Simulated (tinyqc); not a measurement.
Worked calculation: Born-Oppenheimer dynamics on the UHF/sto-6g surface (energies and gradients from PySCF), for H2O, spin multiplicity 3. Computed by tinyqc, a small Python program that keeps every step (integrals from PySCF). Settings: charge = 0, multiplicity = 3, basis = sto-6g, time step (fs) = 0.5, steps = 24. Command: `OMP_NUM_THREADS=1 python tinyqc.py 31081 31082 out.jsonl` (the two numbers bound the seeds that draw the settings). One thread of a shared host (Intel(R) Xeon(R) Processor @ 2.60GHz), about 3 s of CPU time with the checks.

## Velocity Verlet step 1

positions (bohr):
```
          x        y        z
1O   0.0151  -0.0643  -0.0302
2H  -0.1323   1.4078   1.0942
3H   0.0624  -1.6176   1.2586
```

velocities (bohr per atomic time unit):
```
             x           y           z
1O   0.0000602  -0.0000229  -0.0000796
2H  -0.0015088   0.0006551   0.0002664
3H   0.0005532  -0.0002919   0.0009964
```

gradient (hartree/bohr):
```
            x          y          z
1O   0.003265  -0.196351   0.224780
2H   0.005870  -0.069642  -0.027982
3H  -0.009135   0.265993  -0.196798
```

masses (electron masses): 1O 29156.9464, 2H 1837.1526, 3H 1837.1526

gradient after step 1 (hartree/bohr):
```
            x          y          z
1O   0.005532  -0.194793   0.194527
2H   0.004281  -0.044379  -0.013149
3H  -0.009813   0.239172  -0.181378
```

dt = 0.5 fs = 20.6707 atomic units; x' = x + v dt - g dt^2 / (2m); after the new gradient g', v' = v - (g + g') dt / (2m).

positions after step 1 (bohr):
```
          x        y        z
1O   0.0163  -0.0633  -0.0335
2H  -0.1642   1.4295   1.1029
3H   0.0749  -1.6546   1.3020
```

velocities after step 1 (bohr per atomic time unit):
```
             x           y           z
1O   0.0000571   0.0001158  -0.0002282
2H  -0.0015659   0.0012966   0.0004978
3H   0.0006598  -0.0031338   0.0031240
```

## Velocity Verlet step 2

gradient after step 2 (hartree/bohr):
```
            x          y          z
1O   0.007901  -0.175431   0.141844
2H   0.000772  -0.010998   0.004369
3H  -0.008673   0.186429  -0.146213
```

As before.

positions after step 2 (bohr):
```
          x        y        z
1O   0.0175  -0.0595  -0.0397
2H  -0.1970   1.4614   1.1147
3H   0.0896  -1.7472   1.3877
```

velocities after step 2 (bohr per atomic time unit):
```
             x           y           z
1O   0.0000523   0.0002470  -0.0003474
2H  -0.0015943   0.0016081   0.0005472
3H   0.0007638  -0.0055281   0.0049669
```

## Energy conservation

The total energy should stay constant up to terms of order dt^2; the step counts as short enough if it moves by less than 2 % of the largest kinetic energy.

Trajectory:
```
time (fs)  1O-2H (angstrom)  potential (hartree)  kinetic (hartree)  total (hartree)
0.0000               0.9833           -75.378370           0.003975       -75.374395
0.5000               0.9974           -75.398489           0.023412       -75.375077
1.0000               1.0168           -75.435020           0.058944       -75.376076
1.5000               1.0367           -75.472588           0.095986       -75.376602
2.0000               1.0538           -75.501418           0.124891       -75.376527
2.5000               1.0656           -75.520118           0.143900       -75.376218
3.0000               1.0708           -75.531417           0.155477       -75.375940
3.5000               1.0690           -75.538367           0.162601       -75.375765
4.0000               1.0604           -75.542975           0.167294       -75.375681
4.5000               1.0458           -75.546180           0.170528       -75.375653
5.0000               1.0271           -75.548219           0.172569       -75.375650
5.5000               1.0064           -75.549041           0.173398       -75.375643
6.0000               0.9867           -75.548719           0.173107       -75.375612
6.5000               0.9712           -75.547729           0.172171       -75.375558
7.0000               0.9624           -75.546888           0.171377       -75.375511
7.5000               0.9621           -75.546889           0.171382       -75.375507
8.0000               0.9702           -75.547784           0.172236       -75.375548
8.5000               0.9853           -75.548964           0.173367       -75.375597
9.0000               1.0048           -75.549677           0.174057       -75.375620
9.5000               1.0255           -75.549541           0.173931       -75.375609
10.0000              1.0446           -75.548687           0.173109       -75.375579
10.5000              1.0596           -75.547572           0.172027       -75.375546
11.0000              1.0689           -75.546705           0.171181       -75.375523
11.5000              1.0715           -75.546442           0.170925       -75.375517
12.0000              1.0671           -75.546888           0.171360       -75.375528
```

The total energy moves within 2.2e-03 hartree, under 2 % of the largest kinetic energy.
